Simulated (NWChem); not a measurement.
## Worked example: vertical ionisation energy of CH3BF (SMILES C[B]F)

CH3BF has 6 atoms, charge 0, and is taken as a doublet. As SMILES, `C[B]F`. The coordinates come from a PBE0-D4/def2-TZVP relaxation.

```csv
atom,x (Å),y (Å),z (Å)
C,-0.3037,0.3105,-0.1737
B,0.2874,-1.0676,0.2355
F,1.4866,-1.2289,0.7393
H,-1.2235,0.4957,0.3895
H,0.3932,1.1386,-0.0096
H,-0.5979,0.2879,-1.2272
```

Both states at this one shape; open shells run unrestricted unless said. 1 Eh = 27.2114 eV.

| level | program | doublet CH3BF (Eh) | singlet CH3BF+ (Eh) |
| --- | --- | --- | --- |
| UBP86/pcseg-1 | NWChem | -164.547975 | -164.240180 |
| USCAN0/pc-0 | NWChem | -164.018825 | -163.694804 |

Q: Work out the vertical ionisation energy at each level.

A: 
1. UBP86/pcseg-1: -164.240180 − (-164.547975) = 0.307795 Eh = 8.38 eV.
2. USCAN0/pc-0: -163.694804 − (-164.018825) = 0.324021 Eh = 8.82 eV.

No measured value is set beside it here; the levels span 8.38 to 8.82 eV.
